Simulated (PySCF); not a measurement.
Atom-mapped SMILES (the numbers label the heavy atoms): `[CH2:1]=[N+:2]([CH3:3])[CH3:4]` (H(Xn): hydrogen on atom n).

Geometry: PBE0-D3(BJ)/def2-SVP; GIAO absolute shieldings from PySCF 2.14, gas phase, non-relativistic, averaged over equivalent atoms.

At PBE0/pcSseg-1 (108 basis functions, 8.1 s wall time on 1 thread of an x86-64 server CPU, shared host):
```
      atoms  σ (ppm)
         C1      5.0
      C3/C4    132.2
         N2     -0.3
      H(C1)    23.35
H(C3)/H(C4)    27.29
```

Question: Predict the values at PBE0/pcSseg-2 on the same geometry.

Answer: 
```json
{"atoms": "C1", "σ at PBE0/pcSseg-2": "1.2", "change": "-3.8"}
{"atoms": "C3/C4", "σ at PBE0/pcSseg-2": "130.4", "change": "-1.8"}
{"atoms": "N2", "σ at PBE0/pcSseg-2": "-6.7", "change": "-6.4"}
{"atoms": "H(C1)", "σ at PBE0/pcSseg-2": "23.35", "change": "+0.00"}
{"atoms": "H(C3)/H(C4)", "σ at PBE0/pcSseg-2": "27.34", "change": "+0.05"}
```

The largest change is at N2 (amine nitrogen). Cost: 256 basis functions, 23 s wall time on 1 thread of an x86-64 server CPU, shared host.
